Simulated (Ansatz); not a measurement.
# Al2O: the cost of one run

Method: cc-pVTZ, core rule «outside noble gas», up to 11 orbitals frozen; program: Ansatz 0.2.0, Gaussian basis.

To be run: UHF; CCSD(T) on ROHF; CCSD(T) on UHF; BCCD(T) on ROHF; CCSDT(Q) on ROHF; CCSDT(Q) on UHF.

9 further runs of the same task are left out: 5 for a known fault of the program, 4 set aside as unsound or not needed.

## (1) The system

The geometry is a PBE0/def2-TZVP stationary point (not a proven minimum).

3 atoms, charge 0, spin multiplicity 3.

Atoms are counted from 1 here; the program's logs count them from 0.

Bond lengths: Al1–Al2 2.555 Å, Al2–O3 1.606 Å. Angles: Al1–Al2–O3 180.0°.

## (2) UHF

The input, in.yaml:

```yaml
crystal:
  periodic: [false, false, false]
  atoms:
    - {symbol: Al, position_ang: [0.000000, 0.000000, 2.238600]}
    - {symbol: Al, position_ang: [0.000000, 0.000000, -0.316100]}
    - {symbol: O, position_ang: [0.000000, 0.000000, -1.922500]}
basis:
  gaussian: {orbitals: cc-pVTZ}
magnetization: {spin_polarized: true, initial_magnetization: 2}
hamiltonian: {xc: hf}
output: {orbitals: {seedname: orbitals}}
```

Command:

```console
ansatz run in.yaml --threads 1 --pin off --events-out ev --progress --plain --max-ram 4096MiB --backend cpu
```

Q: Estimate wall time and peak memory on 1 thread of AMD EPYC 7R13, shared host.

About 21 s, with a peak of 0.28 GiB.
